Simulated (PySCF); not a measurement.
## Bond length, frequency and bond energy of MgSi by level of theory

State: ³Σ⁻ (triplet), unpaired electrons π ↑↑. Set-up: Mg jorge-DZP-DKH, Si jorge-DZP-DKH; spin-free X2C with a Gaussian nucleus (PySCF 2.14). De refers to Mg + Si in their high-spin ground configurations, without counterpoise correction. The functionals are run spin-unrestricted. A positive dipole means Mg(−)Si(+). Levels whose curve was spin-contaminated or gave no clean fit are not listed.

| Level | Re (Å) | ωe (cm⁻¹) | De (eV) | μ (D) |
| --- | --- | --- | --- | --- |
| ROHF | 2.806 | 160 | 0.193 | -3.09 |
| ROHF-MP2 | 2.572 | 295 | 0.74 | n/a |
| ROHF-SCS-MP2 | 2.602 | 273 | 0.60 | n/a |
| ROHF-CCSD | 2.624 | 274 | 0.64 | n/a |
| ROHF-CCSD(T) | 2.601 | 291 | 0.77 | n/a |
| PBE | 2.561 | 307 | 1.23 | -3.22 |
| B97-3 | 2.579 | 296 | 0.98 | -3.50 |
| M06 | 2.525 | 318 | 1.09 | -3.27 |

(1) Which functional lies closest to ROHF-CCSD(T) in De, which farthest, and by how much do they differ from it?

(2) What does second-order correlation do here, going from ROHF to ROHF-MP2?

(3) What does the triples do here, going from ROHF-CCSD to ROHF-CCSD(T)?

Correlated steps freeze 6 core orbitals. Correlated levels converge slowly with the basis: in double zeta they bind strong bonds too weakly, by up to about 1 eV, and carry superposition errors of some tenths. UHF is strongly spin-contaminated for MgSi, so the ROHF reference used there is far from stable. The state was picked by a PBE0 search and need not be the measured ground state.

The whole job (state search and all levels along the bond) took about 2.2 min on 1 thread of Arm Neoverse V1 (shared host), peak memory 0.58 GiB.

Answers

(1) Closest is B97-3 (-2.2 pm in Re, +1.7 % in ωe, +0.21 eV in De against ROHF-CCSD(T) in the same basis), farthest PBE (-4.0 pm in Re, +5.5 % in ωe, +0.46 eV in De). CCSD(T) converges more slowly with the basis than the functionals do and binds too weakly in this one, so the order can change at the basis-set limit.

(2) ROHF-MP2 less ROHF: -23.4 pm in Re, +84.4 % in ωe, +0.55 eV in De. Correlation nearly always deepens the well. The bond shortens, as in weak, metallic or heavy-atom bonds, where dispersion and the correlation of outer-core electrons pull the atoms together.

(3) ROHF-CCSD(T) less ROHF-CCSD: -2.3 pm in Re, +6.2 % in ωe, +0.13 eV in De. Correlation nearly always deepens the well. The bond shortens, as in weak, metallic or heavy-atom bonds, where dispersion and the correlation of outer-core electrons pull the atoms together.
